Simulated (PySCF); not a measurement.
Species: C4H10N2.
Numbering: `[CH3:1][NH:2][N:3]=[C:4]([CH3:5])[CH3:6]` (hydrogens: H7, H8, H9 on C1; H10 on N2; H11, H12, H13 on C5; H14, H15, H16 on C6)

Cartesian coordinates in Å at the GFN2-xTB level; atoms count from 1:
```
atom  x, y, z in Å
C1     2.6281    0.0689   -0.5522
N2     1.2413   -0.3154   -0.6565
N3     0.3753    0.5499   -0.0905
C4    -0.8052    0.2207    0.2376
C5    -1.3883   -1.1683    0.1336
C6    -1.7001    1.2984    0.7634
H7     2.6867    1.1423   -0.7179
H8     3.0680   -0.1590    0.4273
H9     3.1964   -0.4481   -1.3247
H10    1.0689   -1.3098   -0.5151
H11   -0.7875   -1.8821    0.7016
H12   -2.4018   -1.1841    0.5228
H13   -1.4077   -1.4986   -0.9058
H14   -2.5808    1.3973    0.1293
H15   -1.1656    2.2429    0.7825
H16   -2.0354    1.0539    1.7712
```

Jobs on this species (16 atoms, 48 electrons) with PySCF (density fitting). Hardware of each: one thread, x86-64 server, no GPU, on a shared host. Other jobs ran on the host; a repeat could differ by tens of per cent or more.

```json
{"level and settings": "B3LYP/pcJ-1", "work": "spin–spin couplings from 16 perturbed nuclei, spin–dipole term for 2 of them", "basis functions": "262", "SCF cycles": "?", "wall time": "?"}
{"level and settings": "PBE0/pcSseg-1", "work": "shieldings, charges and field gradients", "basis functions": "152", "SCF cycles": "13", "wall time": "19 s"}
{"level and settings": "B3LYP/def2-SVPD", "work": "8 singlets by full TDDFT, 3 Tamm–Dancoff triplets, polarisability", "basis functions": "200", "SCF cycles": "14", "wall time": "56 s"}
```

Fill in the missing figures.

- B3LYP/pcJ-1; spin–spin couplings from 16 perturbed nuclei, spin–dipole term for 2 of them: 52 s, 14 SCF cycles

What do all jobs in the table cost together?

About 2.1 min; the longest takes about 44 % of that, and about 2.9 times as long as the shortest.
